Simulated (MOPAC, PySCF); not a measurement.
C4H8, SMILES `C1C(C)C1`, neutral singlet in the gas phase. 

Cartesian coordinates (Å):
```xyz
12

C     -1.4094     0.2624    -0.3163
C     -0.2154    -0.2699     0.4219
C      0.9958    -0.7153    -0.3366
C      1.0437     0.5369     0.4889
H     -2.0606    -0.5466    -0.6586
H     -1.0963     0.8308    -1.1966
H     -2.0042     0.9291     0.3142
H     -0.4497    -0.8471     1.3111
H      0.9767    -0.6085    -1.4151
H      1.5411    -1.5815     0.0168
H      1.6216     0.5235     1.4046
H      1.0568     1.4861    -0.0342
```
Charge 0, spin multiplicity 1.

All levels are single points at this geometry (PBE0-D3(BJ)/def2-TZVP); Pople sets use spherical d functions. Orbital energies aren't observables, and empty levels follow the basis.

B3LYP/6-311+G** in PySCF gives dipole (D) = 0.15.

Task: Estimate the dipole (D) from each of these levels: PBE-D3(BJ)/def2-TZVP in PySCF; PBE0-D3(BJ)/def2-TZVP in PySCF; SVWN5/6-31G* in PySCF; HF/3-21G in PySCF; HF/6-31G* in PySCF; AM1 in MOPAC; PM6 in MOPAC; PM7 in MOPAC.

Result: 
```
level                           dipole (D)
------------------------------  ----------
PBE-D3(BJ)/def2-TZVP in PySCF         0.14
PBE0-D3(BJ)/def2-TZVP in PySCF        0.14
SVWN5/6-31G* in PySCF                 0.12
HF/3-21G in PySCF                     0.10
HF/6-31G* in PySCF                    0.10
AM1 in MOPAC                          0.09
PM6 in MOPAC                          0.36
PM7 in MOPAC                          0.32
```
